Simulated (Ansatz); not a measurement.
# C5H8: small, medium and large basis sets

The task here is to estimate one member of a computed series from the others.

Method: one geometry, several basis sets; program: Ansatz 0.2.0, Gaussian basis.

Plan: PBE0-D4/def2-SVP; ωB97M-V/def2-SVP; PBE0-D4/def2-QZVPP; ωB97M-V/def2-QZVPP; the functionals' def2-TZVPP values are taken from earlier runs.

### Structure used throughout

All runs share one geometry, relaxed beforehand with PBE0-D4 in a triple-zeta def2 set.

SMILES `C#CC(C)C`, 13 atoms, charge 0, spin multiplicity 1.

Atoms are counted from 1 here; the program's logs count them from 0.

Bond lengths: C1–C2 1.201 Å, C1–H6 1.064 Å, C2–C3 1.458 Å, C3–C4 1.528 Å, C3–C5 1.528 Å, C3–H7 1.097 Å, C4–H8 1.093 Å, C4–H9 1.092 Å, C4–H10 1.091 Å, C5–H11 1.091 Å, C5–H12 1.092 Å, C5–H13 1.093 Å. Angles: C2–C1–H6 179.7°, C1–C2–C3 179.0°, C2–C3–C4 110.9°, C2–C3–C5 110.9°, C2–C3–H7 107.2°, C4–C3–C5 111.5°, C4–C3–H7 108.1°, C5–C3–H7 108.1°, C3–C4–H8 110.1°, C3–C4–H9 110.4°, C3–C4–H10 111.2°, H8–C4–H9 108.3°, H8–C4–H10 108.6°, H9–C4–H10 108.1°, C3–C5–H11 111.2°, C3–C5–H12 110.4°, C3–C5–H13 110.1°, H11–C5–H12 108.1° and more.

Geometry (Å):

```tsv
atom	x (Å)	y (Å)	z (Å)
C1	-1.20811	1.73768	-1.34981
C2	-0.46967	0.94490	-0.83166
C3	0.40864	-0.02348	-0.18625
C4	0.66136	0.35841	1.27175
C5	-0.15998	-1.43705	-0.30436
H6	-1.85894	2.44125	-1.81201
H7	1.36831	0.00384	-0.71748
H8	1.35379	-0.35051	1.73173
H9	-0.27289	0.34255	1.83748
H10	1.08741	1.35970	1.34918
H11	-0.31806	-1.71281	-1.34794
H12	-1.11892	-1.50681	0.21399
H13	0.52706	-2.15770	0.14537
```

The first run:

Input file in.yaml:

```yaml
crystal:
  periodic: [false, false, false]
  atoms:
    - {symbol: C, position_ang: [-1.208111, 1.737683, -1.349812]}
    - {symbol: C, position_ang: [-0.469666, 0.944905, -0.831657]}
    - {symbol: C, position_ang: [0.408644, -0.023482, -0.186246]}
    - {symbol: C, position_ang: [0.661360, 0.358413, 1.271753]}
    - {symbol: C, position_ang: [-0.159983, -1.437052, -0.304362]}
    - {symbol: H, position_ang: [-1.858940, 2.441246, -1.812013]}
    - {symbol: H, position_ang: [1.368314, 0.003845, -0.717481]}
    - {symbol: H, position_ang: [1.353791, -0.350514, 1.731731]}
    - {symbol: H, position_ang: [-0.272889, 0.342548, 1.837478]}
    - {symbol: H, position_ang: [1.087406, 1.359705, 1.349182]}
    - {symbol: H, position_ang: [-0.318065, -1.712812, -1.347943]}
    - {symbol: H, position_ang: [-1.118920, -1.506812, 0.213992]}
    - {symbol: H, position_ang: [0.527059, -2.157702, 0.145368]}
basis:
  gaussian: {orbitals: def2-SVP}
hamiltonian: {xc: pbe0, dispersion: d4}
output: {orbitals: {seedname: orbitals}}
```

The run is started by

```
$ ansatz run in.yaml --threads 4 --pin off --events-out ev --progress --plain --max-ram 10444MiB
```

Among the steps run: PBE0-D4 in def2-SVP; ωB97M-V in def2-SVP; PBE0-D4 in def2-QZVPP; ωB97M-V in def2-QZVPP.

One of the session's tables, all rows but one given; the rest of the session is left out.

It belongs to the step «Density functionals: the series». 

```
functional       basis  HOMO (eV)  LUMO (eV)
   PBE0-D4    def2-SVP      -7.59       1.36
   PBE0-D4  def2-TZVPP      -7.65       0.93
   PBE0-D4  def2-QZVPP      -7.67       0.56
   ωB97M-V    def2-SVP          ?          ?
   ωB97M-V  def2-TZVPP      -9.94       2.48
   ωB97M-V  def2-QZVPP      -9.95       1.72
```

Estimate the missing values for ωB97M-V, def2-SVP.

The run gave: HOMO (eV): -9.86; LUMO (eV): 3.23. In the column «HOMO (eV)» it lies between ωB97M-V, def2-TZVPP (-9.94) and PBE0-D4, def2-QZVPP (-7.67).
